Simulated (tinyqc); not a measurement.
Starting guesses with DIIS over 6 matrices: SCF starting guesses in the sto-3g basis, for H2O, spin multiplicity 1. Computed by the program tinyqc with PySCF. Command: `OMP_NUM_THREADS=1 python tinyqc.py 113942 113943 out.jsonl`; one thread of a shared host (Intel(R) Xeon(R) Processor @ 2.60GHz), about 0.5 s.

Geometry (angstrom):
```
atom,x,y,z
O,0.0000,0.0000,0.0000
H,0.0000,0.8900,0.6010
H,0.0000,-0.8900,0.6010
```

lowest restricted solution found by these runs and by PySCF = -74.944449 hartree

RHF with one setting changed at a time; a run stops when the energy changes by less than 1e-09 hartree and the error matrix is below 1e-5. Starts: the lowest orbitals of the core Hamiltonian, of the Wolfsberg-Helmholz matrix (K = 1.75), projected atomic densities, random orbitals, and the highest orbitals of the core Hamiltonian (a deliberately bad start).

Largest element of the error matrix X^T (FDS - SDF) X:
```
iteration,core,Wolfsberg-Helmholz,atomic densities,random,highest core orbitals
1,6.0e-01,4.7e-01,1.0e+00,1.1e+01,3.6e-01
2,1.9e-01,1.2e-01,1.9e-01,6.6e-01,6.5e-01
3,4.0e-02,3.5e-02,2.5e-02,1.3e-01,6.5e-01
4,7.7e-03,6.5e-03,5.0e-03,4.1e-02,6.5e-01
5,2.2e-03,2.0e-03,1.9e-04,8.1e-03,6.5e-01
6,1.5e-04,2.7e-05,6.1e-05,2.2e-03,6.0e-01
8,2.0e-08,-,2.6e-10,6.9e-05,5.3e-02
10,-,-,-,2.7e-06,1.6e-02
14,-,-,-,-,9.3e-10
```

How each run ends:
```
run,iterations,E (hartree),state
core,8,-74.94445,lowest found
Wolfsberg-Helmholz,7,-74.94445,lowest found
atomic densities,8,-74.94445,lowest found
random,11,-74.94445,lowest found
highest core orbitals,14,-74.94445,lowest found
```

5 of 5 runs reach the lowest restricted solution found, in 7 to 14 iterations (fastest: Wolfsberg-Helmholz). The first errors are 6e-01, 5e-01, 1e+00, 1e+01, 4e-01; the deliberately bad start has the smallest one, so a small first error does not mark a good start.
